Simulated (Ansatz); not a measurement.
**C₄H₅Cl: one species, many methods**

The task here is to estimate one member of a computed series from the others.

The runs use Ansatz 0.2.0, Gaussian basis; functionals in def2-TZVPP, the program's frozen cores in correlated methods.

Plan: PBE-D4, r2SCAN-D4, PBE0-D4, B3LYP-D4, ωB97X-V, ωB97M-V, B2PLYP; CCSD(T)/def2-TZVPP; MP2/def2-QZVPP; extrapolation to the limit.

**Structure used throughout**

An earlier PBE0-D4 in a triple-zeta def2 set relaxation fixed the geometry.

SMILES `CC=C=CCl`, 10 atoms, charge 0, spin multiplicity 1.

Atoms are counted from 1 here; the program's logs count them from 0.

Bond lengths: C1–C2 1.495 Å, C1–H6 1.094 Å, C1–H7 1.089 Å, C1–H8 1.094 Å, C2–C3 1.301 Å, C2–H9 1.090 Å, C3–C4 1.297 Å, C4–Cl5 1.735 Å, C4–H10 1.083 Å. Angles: C2–C1–H6 110.5°, C2–C1–H7 111.4°, C2–C1–H8 110.4°, H6–C1–H7 108.7°, H6–C1–H8 107.1°, H7–C1–H8 108.7°, C1–C2–C3 125.0°, C1–C2–H9 117.1°, C3–C2–H9 117.9°, C2–C3–C4 179.4°, C3–C4–Cl5 123.0°, C3–C4–H10 123.6°, Cl5–C4–H10 113.4°.

The first run:

in.yaml reads:

```yaml
crystal:
  periodic: [false, false, false]
  atoms:
    - {symbol: C, position_ang: [-0.982622, 0.738769, -1.065243]}
    - {symbol: C, position_ang: [-0.342162, -0.487204, -0.497197]}
    - {symbol: C, position_ang: [0.544964, -0.492163, 0.454663]}
    - {symbol: C, position_ang: [1.438174, -0.491345, 1.395285]}
    - {symbol: Cl, position_ang: [1.034655, -0.583543, 3.080118]}
    - {symbol: H, position_ang: [-0.781411, 0.813593, -2.137788]}
    - {symbol: H, position_ang: [-0.616327, 1.641119, -0.576988]}
    - {symbol: H, position_ang: [-2.068739, 0.691215, -0.944853]}
    - {symbol: H, position_ang: [-0.646743, -1.446053, -0.915551]}
    - {symbol: H, position_ang: [2.503312, -0.435389, 1.210353]}
basis:
  gaussian: {orbitals: def2-TZVPP}
hamiltonian: {xc: pbe, dispersion: d4}
output: {forces: true, orbitals: {seedname: orbitals}}
```

Started as:

```bash
ansatz run in.yaml --threads 4 --pin off --events-out ev --progress --plain --max-ram 10444MiB
```

Steps of the session up to this table: PBE-D4 (GGA); r2SCAN-D4 (meta-GGA); PBE0-D4 (hybrid); B3LYP-D4 (hybrid); ωB97X-V (range-separated); ωB97M-V (range-separated); B2PLYP (double hybrid); CCSD(T) in def2-TZVPP; MP2 in def2-QZVPP.

One of the session's tables, all rows but one given; the rest of the session is left out.

```
            method  atomisation energy (kJ/mol)
            PBE-D4                       4236.2
         r2SCAN-D4                       4118.3
           PBE0-D4                       4147.5
          B3LYP-D4                       4098.0
           ωB97X-V                       4084.9
           ωB97M-V                       4102.5
            B2PLYP                            ?
     HF/def2-TZVPP                       2994.2
    MP2/def2-TZVPP                       4065.0
   CCSD/def2-TZVPP                       3906.3
CCSD(T)/def2-TZVPP                       3979.5
           MP2/CBS                       4163.1
       CCSD(T)/CBS                       4077.5
```

**Question.** Estimate the row for B2PLYP.

As computed: atomisation energy (kJ/mol): 4056.2. In the column «atomisation energy (kJ/mol)» it lies between CCSD(T)/def2-TZVPP (3979.5) and MP2/def2-TZVPP (4065.0).

To keep in mind: Free atoms (4 C, 1 Cl, 5 H) were run apart at each level; the atomisation energy is their sum less the molecule, without zero-point or spin-orbit terms.
